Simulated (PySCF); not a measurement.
PySCF input (HF/pcseg-3):

```python
import numpy as np, basis_set_exchange as bse
from pyscf import gto, scf, dft, df

basis = {'H': gto.basis.parse(bse.get_basis('pcseg-3', elements=['H'], fmt='nwchem'))}
mol = gto.M(
    atom='''
    H    -0.00000000   -0.00000000   -0.37201156
    H     0.00000000    0.00000000    0.37201156
    ''',
    basis=basis,
    charge=0,
    verbose=4,
    max_memory=1839,
)
mf = scf.RHF(mol)
mf = mf.density_fit(auxbasis=df.autoaux(mol))
mf.conv_tol = 1e-9
mf.max_cycle = 100
print('smallest overlap eigenvalue', np.linalg.eigvalsh(mol.intor('int1e_ovlp'))[0])
mf.kernel()
dip = mf.dip_moment()
```

Output:

```
PySCF version 2.14.0

[INPUT] verbose = 4
[INPUT] num. atoms = 2
[INPUT] num. electrons = 2
[INPUT] charge = 0
[INPUT] spin (= nelec alpha-beta = 2S) = 0
[INPUT] symmetry False subgroup None
[INPUT] Mole.unit = angstrom
[INPUT] Symbol           X                Y                Z      unit          X                Y                Z       unit  Magmom
[INPUT]  1 H      0.000000000000   0.000000000000  -0.372011560000 AA    0.000000000000   0.000000000000  -0.702999963572 Bohr   0.0
[INPUT]  2 H      0.000000000000   0.000000000000   0.372011560000 AA    0.000000000000   0.000000000000   0.702999963572 Bohr   0.0

nuclear repulsion = 0.711237590197466
number of shells = 22
number of NR pGTOs = 76
number of NR cGTOs = 66
basis = {'H': [[0, [765.363, 0.000337953], [114.768, 0.00262513], [26.1385, 0.0137591], [7.41801, 0.057093], [2.43212, 0.192568], [0.880001, 0.5]], [0, [0.338438, 1.0]], [0, [0.134045, 1.0]], [0, [0.0520726, 1.0]], [1, [6.5, 1.0]], [1, [1.55, 1.0]], [1, [0.55, 1.0]], [1, [0.2, 1.0]], [2, [1.95, 1.0]], [2, [0.65, 1.0]], [3, [2.2, 1.0]]]}
ecp = {}
ETB for H: l = 0, exps = 0.1041452 * 1.8^n , n = 0..14
ETB for H: l = 1, exps = 0.2520726 * 2^n , n = 0..6
ETB for H: l = 2, exps = 0.4 * 2.2^n , n = 0..5
ETB for H: l = 3, exps = 0.8500000000000001 * 2.2^n , n = 0..3
ETB for H: l = 4, exps = 1.3 * 2.2^n , n = 0..3
smallest overlap eigenvalue 0.0004237820017492834

******** <class 'pyscf.df.df_jk.DFRHF'> ********
method = DFRHF
initial guess = minao
damping factor = 0
level_shift factor = 0
DIIS = <class 'pyscf.scf.diis.CDIIS'>
diis_start_cycle = 1
diis_space = 8
diis_damp = 0
SCF conv_tol = 1e-09
SCF conv_tol_grad = None
SCF max_cycles = 100
direct_scf = False
Set gradient conv threshold to 3.16228e-05
Initial guess from minao.
******** <class 'pyscf.df.df.DF'> ********
auxbasis = {'H': [[0, [np.float64(390.3501312950936), 1]], [0, [np.float64(216.86118405282974), 1]], [0, [np.float64(120.47843558490543), 1]], [0, [np.float64(66.93246421383634), 1]], [0, [np.float64(37.18470234102019), 1]], [0, [np.float64(20.65816796723344), 1]], [0, [np.float64(11.476759981796354), 1]], [0, [np.float64(6.375977767664641), 1]], [0, [np.float64(3.5422098709248), 1]], [0, [np.float64(1.967894372736), 1]], [0, [np.float64(1.09327465152), 1]], [0, [np.float64(0.6073748064000001), 1]], [0, [np.float64(0.337430448), 1]], [0, [np.float64(0.18746136), 1]], [0, [np.float64(0.1041452), 1]], [1, [np.float64(16.1326464), 1]], [1, [np.float64(8.0663232), 1]], [1, [np.float64(4.0331616), 1]], [1, [np.float64(2.0165808), 1]], [1, [np.float64(1.0082904), 1]], [1, [np.float64(0.5041452), 1]], [1, [np.float64(0.2520726), 1]], [2, [np.float64(20.614528000000007), 1]], [2, [np.float64(9.370240000000003), 1]], [2, [np.float64(4.259200000000002), 1]], [2, [np.float64(1.9360000000000004), 1]], [2, [np.float64(0.8800000000000001), 1]], [2, [np.float64(0.4), 1]], [3, [np.float64(9.050800000000004), 1]], [3, [np.float64(4.114000000000001), 1]], [3, [np.float64(1.8700000000000003), 1]], [3, [np.float64(0.8500000000000001), 1]], [4, [np.float64(13.842400000000005), 1]], [4, [np.float64(6.292000000000002), 1]], [4, [np.float64(2.8600000000000003), 1]], [4, [np.float64(1.3), 1]]]}
init E= -0.812860705344456
  HOMO = -0.553179301169642  LUMO = 0.0794328804668725  gap/eV = 17.21425
cycle= 1 E= -1.13255666778902  delta_E= -0.32  |g|= 0.0448  |ddm|= 0.38
  HOMO = -0.601192983185937  LUMO = 0.0891999197134302  gap/eV = 18.78655
cycle= 2 E= -1.13351234109038  delta_E= -0.000956  |g|= 0.00736  |ddm|= 0.0212
  HOMO = -0.594034392316727  LUMO = 0.0902913256228524  gap/eV = 18.62145
cycle= 3 E= -1.13354940623692  delta_E= -3.71e-05  |g|= 0.000973  |ddm|= 0.0059
  HOMO = -0.593627961813229  LUMO = 0.0903910218048154  gap/eV = 18.61310
cycle= 4 E= -1.13355001503378  delta_E= -6.09e-07  |g|= 4.79e-05  |ddm|= 0.00118
  HOMO = -0.593625802594744  LUMO = 0.0903956161134281  gap/eV = 18.61317
cycle= 5 E= -1.1335500165047  delta_E= -1.47e-09  |g|= 2.28e-06  |ddm|= 0.000112
  HOMO = -0.593625216443621  LUMO = 0.0903956840867058  gap/eV = 18.61316
cycle= 6 E= -1.13355001650855  delta_E= -3.85e-12  |g|= 1.4e-07  |ddm|= 7.23e-06
  HOMO = -0.593625260090956  LUMO = 0.0903956984485764  gap/eV = 18.61316
Extra cycle  E= -1.13355001650856  delta_E= -9.33e-15  |g|= 3.2e-08  |ddm|= 2.18e-07
converged SCF energy = -1.13355001650856
Dipole moment(X, Y, Z, Debye):  0.00000, -0.00000, -0.00000
```
